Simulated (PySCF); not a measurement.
**How methods differ on the ionisation energy of Ne**

Ne [Ne] (1S) → Ne⁺ [He] 2s2 2p5 (2P), as a difference of total energies. All numbers are calculated (PySCF 2.14, the non-relativistic Hamiltonian (point nucleus), in aug-cc-pVDZ (4s3p2d, 23 functions)). Correlated levels: valence: 1s2 frozen. The calculations carry no spin-orbit coupling.

Question: Order these methods by the ionisation energy they give, lowest first.
A. CCSD (valence)
B. MN15
C. SCS-MP2 (valence)
D. PBE0

Answer: A (21.390 eV), C (21.466 eV), D (21.570 eV), B (21.751 eV).

Errors of the correlated levels include the incompleteness of this basis and the frozen core.

For comparison: 21.597 eV (measured; NIST levels, between the centres of gravity of the two terms).
